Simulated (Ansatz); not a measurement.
## Relaxing a trial structure of C2OS

The starting geometry of this gas-phase singlet was optimised with GFN2-xTB.

```xyz
4

C     0.5532    0.4199    1.1069
C    -0.5133    0.5622    0.2113
O    -1.5353    0.7659   -0.3095
S     1.1484   -0.0651   -0.4144
```

Q: Predict what it relaxes into with B3LYP-D3(BJ)/def2-SVP.

A: A bond breaks, leaving `O=C=C=S`. Contacts that open: C2–S4 (1.88 → 2.88 Å).

The energy falls by 1.06 eV over 15 steps:

```json
{"step": "1", "E − E(last) (eV)": "1.056"}
{"step": "3", "E − E(last) (eV)": "0.968"}
{"step": "4", "E − E(last) (eV)": "0.953"}
{"step": "6", "E − E(last) (eV)": "0.785"}
{"step": "7", "E − E(last) (eV)": "0.543"}
{"step": "9", "E − E(last) (eV)": "0.092"}
{"step": "10", "E − E(last) (eV)": "0.023"}
{"step": "12", "E − E(last) (eV)": "0.001"}
{"step": "13", "E − E(last) (eV)": "0.000"}
{"step": "15", "E − E(last) (eV)": "0.000"}
```

Final geometry (Å):

```yaml
atoms:
  - { symbol: C, position_ang: [0.4348, 0.2616, 0.1396] }
  - { symbol: C, position_ang: [-0.8022, 0.6389, 0.1595] }
  - { symbol: O, position_ang: [-1.9304, 0.9827, 0.1761] }
  - { symbol: S, position_ang: [1.9508, -0.2003, 0.1192] }
```

No frequencies were run, so the end isn't proven a minimum. Run with Ansatz 0.2.0, 32 s on 1 thread of Arm Neoverse V1, on a shared host.
